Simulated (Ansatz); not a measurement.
`C[SiH]N`, charge 0, multiplicity 2.

(1) Give a relaxed structure at PBE0-D4/def2-TZVP (Ansatz 0.2.0). (An estimate is asked.)

Results:

(1) Ansatz gave: 
Z-matrix (Å, degrees):
```
C
Si 1 1.876
H 1 1.092 2 110.3
H 1 1.094 2 110.5 3 120.2
H 1 1.093 2 111.2 3 -119.4
N 2 1.730 1 108.6 3 -177.7
H 2 1.497 1 111.3 3 -61.6
H 6 1.008 2 119.1 1 166.3
H 6 1.009 2 119.4 1 -53.2
```
This is one stationary point; other conformers may exist.
